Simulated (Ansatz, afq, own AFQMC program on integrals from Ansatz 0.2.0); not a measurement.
Integrals from Ansatz 0.2.0, then the random walk in our own AFQMC program (afq).

```yaml
crystal:
  periodic: [false, false, false]
  atoms:
    - {symbol: Si, position_ang: [0.000000, 0.000000, 0.000000]}
    - {symbol: H, position_ang: [0.864673, 0.868123, 0.869455]}
    - {symbol: H, position_ang: [-0.869974, -0.866902, 0.865375]}
    - {symbol: H, position_ang: [-0.864856, 0.866715, -0.870676]}
    - {symbol: H, position_ang: [0.870158, -0.867936, -0.864154]}
basis:
  gaussian: {orbitals: "6-31++G**"}
total_charge: -1
magnetization: {spin_polarized: true, initial_magnetization: 1}
correlation: {method: ccsd_t, electrons: outside_noble_gas, hamiltonian_folder: ham}
```

```sh
$ ansatz run in.yaml --threads 1 --pin off --events-out ev --progress --plain --max-ram 16896MiB --backend cuda --devices 0, --max-vram 18GiB
```

Options of the walk:

```
--method free --trial cisd --walkers 4000 --time-step 0.03 --max-blocks 4000 --target-error 0.00036 --factor-cut 1e-05 --seed 9354 --times 0,0.3,0.6,1.2,1.8,2.4,3.6,4.8,6 --taylor-order 8
```

Times are imaginary, in 1/Eh. The walk had a cap of 65 s.

afq prints:

```
orbitals 42  electrons 5 4  factors 330 of 430
reference energy -291.17875619 Eh
CCSD correlation -0.14349425 Eh in 10 cycles, weight of the determinant in the CISD state 0.9195
repeat  energy at the last time / Eh  error
    10  -291.325911  0.000116
    20  -291.326003  0.000080
    30  -291.325976  0.000057
time / (1/Eh)  energy / Eh  error  mean overlap
  0.00  -291.322233  0.000012  1.0874
  0.30  -291.324106  0.000018  1.0856
  0.60  -291.324931  0.000017  1.0846
  1.20  -291.325559  0.000020  1.0861
  1.80  -291.325805  0.000021  1.0861
  2.40  -291.325920  0.000027  1.0815
  3.60  -291.326008  0.000036  1.0778
  4.80  -291.326071  0.000040  1.0732
  6.00  -291.325989  0.000056  1.0868
energy -291.325989 +/- 0.000056 Eh
```

The run passed its tests (error under three times the target), which doesn't prove that it has relaxed.

Against this walk (error 1.5 meV) on the same determinant: CCSD(T) 20.0 meV higher, CCSDT(Q) 0.8 meV lower (within the noise). The error is statistical, and a free projection of finite length keeps a remainder of its start. The last points scatter (meV from the last: 5.0 ± 0.6 at 1.80, 1.9 ± 0.7 at 2.40, -0.5 ± 1.0 at 3.60, -2.2 ± 1.1 at 4.80, 0.0 ± 1.5 at 6.00); the last is the one printed as the energy, and the gaps above move with that scatter.

Cautions: remainder of the start not in the error; at this level and basis the anion state lies above a neutral one.

The walk took 39 s on 1 × NVIDIA H100 80GB HBM3 with 2 threads of AMD EPYC 7R13 Processor (Zen 3) (shared host) (the card was shared). The log's last line is the free-projection energy.

CCSDT and higher add their correlation energy to the determinant of the CCSD(T) run, since their own runs factorise the integrals more tightly (a shift of under 2 meV). A walk keeps the symmetry of its determinant, which the program's search chose and which needn't be the lowest solution, so a lower state of the same spin and another symmetry isn't excluded.
